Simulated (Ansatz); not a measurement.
Relaxation of AlClH2O (5 atoms, charge 0, multiplicity 1), to a largest force component of 0.03 eV/Å in at most 50 steps.

The calculation used RKS r2SCANh-D4/def2-SVP (Ansatz 0.2.0).

```xyz
5
Properties=species:S:1:pos:R:3
Al -0.169 -0.439 -1.138
O 1.107 0.323 1.433
H 0.890 -0.381 2.059
H 1.754 -0.097 0.824
Cl -2.137 0.313 -0.695
```

**Question.** Where does it end, and by what steps?

**Answer.** The forces met the threshold. After 10 steps the energy has fallen by 0.431 eV; H3 moved furthest, 0.91 Å. Joined: Al1–O2 (2.97 → 2.12 Å).

| step | energy less start (eV) | largest force component (eV/Å) | accepted |
| --- | --- | --- | --- |
| 0 | 0.0000 | 0.782 | yes |
| 1 | -0.0064 | 2.148 | yes |
| 2 | -0.0583 | 2.674 | yes |
| 3 | -0.2140 | 1.004 | yes |
| 4 | -0.3000 | 0.522 | yes |
| 5 | -0.3531 | 1.105 | yes |
| 6 | -0.3933 | 1.081 | yes |
| 7 | -0.4212 | 0.382 | yes |
| 8 | -0.4274 | 0.094 | yes |
| 9 | -0.4305 | 0.087 | yes |
| 10 | -0.4311 | 0.021 | yes |

```xyz
5
Properties=species:S:1:pos:R:3
Al 0.122 -0.234 -1.085
O 0.978 0.064 0.826
H 0.302 0.070 1.524
H 1.809 -0.278 1.180
Cl -1.764 0.097 0.037
```

Run time: 23 s on 1 thread of Intel(R) Xeon(R) Platinum 8488C (Sapphire Rapids), on a shared host, peak memory 0.16 GiB.
